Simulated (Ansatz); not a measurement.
Input file:

```yaml
crystal:
  periodic: [false, false, false]
  atoms:
    - {symbol: Li, position_ang: [0.000000, -0.052284, 1.535727]}
    - {symbol: Be, position_ang: [0.000000, -0.081397, -1.166915]}
    - {symbol: H, position_ang: [0.000000, 1.087830, -0.141905]}
basis:
  gaussian: {orbitals: STO-3G}
magnetization: {spin_polarized: true, initial_magnetization: 2}
correlation: {method: ccsdt_q, electrons: outside_noble_gas}
```

```sh
$ ansatz run in.yaml --threads 1 --pin off --events-out ev --progress --plain --max-ram 2393MiB
```

The program prints:

```
163 factors; integrals over basis functions are off by at most 2.1e-7 eV
mean field evaluation 1: about -603.7522 eV, gradient 6.1e0 eV
mean field evaluation 2: about -603.7813 eV, gradient 6.1e0 eV
mean field evaluation 4: about -605.0680 eV, gradient 1.4e0 eV
mean field evaluation 8: about -605.1656 eV, gradient 3.6e-2 eV
mean field evaluation 16: about -603.7522 eV, gradient 6.1e0 eV
mean field evaluation 32: about -605.0556 eV, gradient 1.1e0 eV
mean field evaluation 64: about -603.7964 eV, gradient 4.0e-3 eV
mean field evaluation 96: about -602.0702 eV, gradient 8.1e-1 eV
mean field evaluation 128: about -603.7964 eV, gradient 8.8e-4 eV
mean field -605.16553467 eV, -22.2394232031 hartree, gradient 2.9e-6 eV, S^2 2.003157; 8 other end points of the search recorded, 0 dependent functions left out
determinant -605.16553467 eV, -22.2394232031 hartree, with singles and doubles -605.97261409 eV, -22.2690828249 hartree
determinant -603.79637404 eV, -22.1891074781 hartree, with singles and doubles -604.67693228 eV, -22.2214673964 hartree
determinant -603.74893891 eV, -22.1873642693 hartree, with singles and doubles -604.69492098 eV, -22.2221284691 hartree
determinant -602.16973589 eV, -22.1293296286 hartree, with singles and doubles -603.06968299 eV, -22.1624020745 hartree
determinant -602.04424466 eV, -22.1247179111 hartree, with singles and doubles -602.90742871 eV, -22.1564393399 hartree
2 core orbitals not correlated: weight in the atoms' cores, before any rotation towards them, 1.000 or more for the frozen orbitals, at most 0.000 for the correlated occupied ones
reference -605.16553467 eV, -22.2394232031 hartree; 3, 1 occupied and 6, 8 virtual orbitals, 163 factors
second order -0.48617211 eV of doubles, -0.00000000 eV of singles
cycle   1  -0.65901730 eV  change   -1.7e-1 eV  update   4.9e-2
cycle   2  -0.80290560 eV  change   -1.4e-1 eV  update   2.9e-2
cycle   3  -0.83045695 eV  change   -2.8e-2 eV  update   1.3e-2
cycle   4  -0.83776911 eV  change   -7.3e-3 eV  update   4.4e-3
cycle   5  -0.83614375 eV  change    1.6e-3 eV  update   1.9e-3
cycle   6  -0.83642376 eV  change   -2.8e-4 eV  update   8.4e-4
cycle   7  -0.83681865 eV  change   -3.9e-4 eV  update   4.7e-4
cycle   8  -0.83650790 eV  change    3.1e-4 eV  update   1.9e-4
cycle   9  -0.83661233 eV  change   -1.0e-4 eV  update   7.7e-5
cycle  10  -0.83658551 eV  change    2.7e-5 eV  update   4.1e-5
cycle  11  -0.83658554 eV  change   -2.8e-8 eV  update   2.2e-5
cycle  12  -0.83657926 eV  change    6.3e-6 eV  update   1.3e-5
cycle  13  -0.83658650 eV  change   -7.2e-6 eV  update   4.9e-6
cycle  14  -0.83658408 eV  change    2.4e-6 eV  update   2.0e-6
cycle  15  -0.83658402 eV  change    5.7e-8 eV  update   7.2e-7
cycle  16  -0.83658434 eV  change   -3.2e-7 eV  update   3.2e-7
perturbative correction -0.00016300 eV, -0.0000059900 hartree
Total energy: -606.00228200 eV, -22.2701731006 hartree
```

Ran on 1 thread of Arm Neoverse V2, shared host: 0.63 s wall, 0.06 GiB peak host memory.
